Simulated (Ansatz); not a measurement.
**Worked example: correlation energy of HAl–AlH, singlet**

Geometry: a PBE0/def2-TZVP stationary point for this spin, not checked as a minimum.

| atom | x (Å) | y (Å) | z (Å) |
| --- | --- | --- | --- |
| Al | 0.0000 | -0.1535 | 1.3084 |
| Al | 0.0000 | 0.1535 | -1.3084 |
| H | 0.0000 | 1.1439 | 2.2825 |
| H | 0.0000 | -1.1439 | -2.2825 |

Basis 6-31G; Ansatz 0.2.0. Only valence electrons are correlated (noble-gas cores frozen), which leaves 8 electrons in 20 orbitals. R marks a restricted (for open shells ROHF) determinant.

Full CI is exact within this basis and frozen core; it isn't the basis-set limit.

Runs differ by some tens of microhartree through their thresholds, so steps under 0.03 kcal/mol mean nothing.

```json
{"level": "RHF", "total energy (hartree)": "-484.859571"}
{"level": "RMP2", "total energy (hartree)": "-484.927154"}
{"level": "RCCSD", "total energy (hartree)": "-484.958864"}
{"level": "RCCSD(T)", "total energy (hartree)": "-484.961420"}
{"level": "RCCSDT", "total energy (hartree)": "-484.962438"}
{"level": "RCCSDT(Q)", "total energy (hartree)": "-484.962678"}
{"level": "RCCSDTQ", "total energy (hartree)": "-484.962736"}
{"level": "full CI", "total energy (hartree)": "-484.962746"}
```

**Question.** What is the correlation energy at full CI, and what share of it do RMP2 and RCCSDT recover?

**Answer.** E(corr) = -484.962746 − (-484.859571) = -0.103175 hartree = -2.808 eV. RMP2: -0.067583 / -0.103175 = 65.50 %. RCCSDT: -0.102867 / -0.103175 = 99.70 %.

**Question.** By how many kcal/mol does RCCSD(T) miss full CI (1 hartree = 627.509 kcal/mol), and which steps make up the rest?

**Answer.** -484.961420 − (-484.962746) = 0.001326 hartree = 0.83 kcal/mol. Steps: RCCSDT − RCCSD(T) = -0.64, RCCSDT(Q) − RCCSDT = -0.15, RCCSDTQ − RCCSDT(Q) = -0.04, full CI − RCCSDTQ = -0.01 kcal/mol. With more than one leading determinant such errors change with state and geometry, and needn't cancel in differences.
